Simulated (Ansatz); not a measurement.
# PF, quintet in 6-31G: errors against full CI

Geometry: that of the PF, triplet, kept fixed. The triplet lies 7.7 eV lower here.

```yaml
atoms:
  - { symbol: F, position_ang: [0.0000, 0.0000, 0.0000] }
  - { symbol: P, position_ang: [0.0000, 0.0000, 1.5934] }
```

Basis 6-31G; Ansatz 0.2.0. Only valence electrons are correlated (noble-gas cores frozen), which leaves 12 electrons in 16 orbitals. Prefix R: restricted or restricted open-shell reference; prefix U: unrestricted. Active spaces: valence = (12e, 8o) chosen from the atoms' valence shells.

Full CI is exact within this basis and frozen core; it isn't the basis-set limit. The frozen core follows each run's orbitals, which can shift R against U totals by a few meV.

For open shells CISD and CISDTQ are restricted-active-space CI with the open shells as a complete middle space.

The UHF ⟨S²⟩ is 6.009 and the T1 diagnostic (RCCSD) is 0.0214. The largest doubles amplitude (RCCSD) is 0.041 and the T1 diagnostic (UCCSD) is 0.0196.

| level | E − E(full CI) (kJ/mol) | share of correlation (%) | wall time |
| --- | --- | --- | --- |
| RHF | 390.1 | 0.00 | – |
| UHF | 375.1 | 3.83 | – |
| RMP2 | 14.5 | 96.27 | – |
| UMP2 | 21.5 | 94.50 | – |
| CISD | 21.5 | 94.49 | 1.1 s |
| RCCSD | 6.5 | 98.34 | – |
| UCCSD | 5.9 | 98.48 | – |
| RCCSD(T) | 1.9 | 99.52 | 0.57 s |
| UCCSD(T) | 1.8 | 99.54 | 0.51 s |
| BCCD(T) | 1.7 | 99.56 | 0.54 s |
| RCCSDT | 1.0 | 99.73 | – |
| UCCSDT | 1.0 | 99.74 | – |
| CISDTQ | 0.6 | 99.85 | 28 s |
| RCCSDT(Q) | 0.0 | 100.01 | 3.4 s |
| UCCSDT(Q) | -0.1 | 100.03 | 2.9 s |
| RCCSDTQ | 0.0 | 100.00 | 38 s |
| UCCSDTQ | 0.0 | 100.00 | 38 s |
| CASSCF (valence space) | 367.5 | 5.78 | – |
| NEVPT2 (valence space) | 52.7 | 86.50 | 0.27 s |
| MRCISD (valence space) | 22.6 | 94.21 | – |
| MRCISD+Q (valence space) | 8.7 | 97.76 | 0.78 s |

The correlation energy at full CI, counted from RHF, is -4.043 eV. That run took 2.4 min on 1 thread of Arm Neoverse V2, shared host over 5,859,904 determinants.

Times hold each run's SCF and search for its determinant on a shared host, so for small cases they say little of a method's own cost; they ran on 1 thread of Arm Neoverse V2.

The full-CI state has the irrep A2 of C2v, in the program's axes (one component, if the state is degenerate).

Natural occupations of full CI about the gap: 1.979 1.969 1.009 1.002 1.002 0.996 0.017 0.015 0.015 0.008; effectively unpaired electrons, Σ n²(2−n)², 4.01.
